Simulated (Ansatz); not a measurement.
**[OH···H···Cl], doublet: reading a ladder of total energies**

Geometry: a point of a hydrogen-transfer path between rigid fragments, not a stationary point.

```yaml
atoms:
  - { symbol: O, position_ang: [-0.9194, -0.2316, 0.0000] }
  - { symbol: H, position_ang: [-1.1687, 0.6949, 0.0000] }
  - { symbol: H, position_ang: [0.3436, -0.2316, 0.0000] }
  - { symbol: Cl, position_ang: [1.7446, -0.2316, 0.0000] }
```

Basis cc-pVDZ; Ansatz 0.2.0. Only valence electrons are correlated (noble-gas cores frozen), which leaves 15 electrons in 36 orbitals. R marks a restricted (for open shells ROHF) determinant, U an unrestricted one.

Full CI isn't at hand for all of this; UCCSDT(Q) serves as the reference, and is uncertain by about the last step of the cluster series.

The cluster runs stand on a determinant 0.14 eV above the lowest UHF solution, chosen by trial CCSD; the correlation energy below is counted from it.

Runs differ by some tens of microhartree through their thresholds and, for an open shell, their frozen cores, so steps under 0.03 kcal/mol mean nothing.

```tsv
level	total energy (hartree)
UHF determinant under the cluster runs	-535.453826
UMP2	-535.767097
UCCSD	-535.798080
UCCSD(T)	-535.804500
UCCSDT	-535.805165
UCCSDT(Q)	-535.805904
```

Problem. What is the correlation energy at UCCSDT(Q), and what share of it do UMP2 and UCCSDT recover?

Solution. E(corr) = -535.805904 − (-535.453826) = -0.352078 hartree = -9.581 eV. UMP2: -0.313271 / -0.352078 = 88.98 %. UCCSDT: -0.351339 / -0.352078 = 99.79 %.

Problem. By how many kcal/mol does UCCSD(T) miss UCCSDT(Q) (1 hartree = 627.509 kcal/mol), and which steps make up the rest?

Solution. -535.804500 − (-535.805904) = 0.001404 hartree = 0.88 kcal/mol. Steps: UCCSDT − UCCSD(T) = -0.42, UCCSDT(Q) − UCCSDT = -0.46 kcal/mol. Differences between like states or geometries often cancel part of this.
